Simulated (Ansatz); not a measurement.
BiOCl (P4/nmm, No. 129) was calculated with PBEsol in Ansatz (plane waves, PAW).

Settings: plane-wave cutoff 500 eV, 10×10×6 k mesh (along the axes of the cell as run), Fermi–Dirac smearing 0.05 eV, scalar-relativistic PAW data made under PBE.

Computed at the level's own relaxed cell.

Q: Give the computed volume per atom, lattice constant a, lattice parameter c and band gap.

A: 
* **volume per atom**: 18.48 Å³/atom
* **lattice constant a**: 3.879 Å
* **lattice parameter c**: 7.372 Å
* **band gap**: 2.52 eV (on the SCF k mesh)

Spin–orbit coupling is not included; with these elements it can move the gap by several tenths of an eV or more.

The computed numbers hold no vibrational or temperature effects.

The result took about 2.1 core-minutes (a rough figure).

Ansatz is a program for electronic structure.
